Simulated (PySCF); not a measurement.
Compound: CH₆BP.
SMILES with atom numbers: `[CH3:1][BH:2][PH2:3]` (hydrogens: H4, H5, H6 on C1; H7 on B2; H8, H9 on P3)

Cartesian coordinates in Å at the PBE0-D3(BJ)/def2-SVP level; atoms count from 1:
```xyz
9
CH6BP angstrom
C     -1.1419    0.3111    0.1210
B      0.1429   -0.5530   -0.0850
P      1.8667    0.0026    0.4235
H     -1.9270   -0.2556    0.6492
H     -0.9949    1.2813    0.6167
H     -1.5573    0.5045   -0.8868
H      0.0460   -1.6934   -0.4839
H      2.6894   -0.5084   -0.6143
H      1.8825    1.3812    0.0777
```

Computed at PBE0/pcSseg-1 (PySCF, non-relativistic), with Q(11B) = 0.04059 b: B2, 11B (I = 3/2): χzz = 5.156 MHz, η = 0.191.

(1) Find the zero-field quadrupole resonance frequencies of 11B at B2.

Answers

(1) From ν = (|χ|/2)√(1 + η²/3): ν = 2.593 MHz (three-coordinate boron).

In a crystal, neighbours and librations shift these lines. One conformer (not necessarily the lowest) at the PBE0-D3(BJ)/def2-SVP geometry, without solvent, vibrations or thermal averaging. A larger basis could move these couplings by a tenth or more.
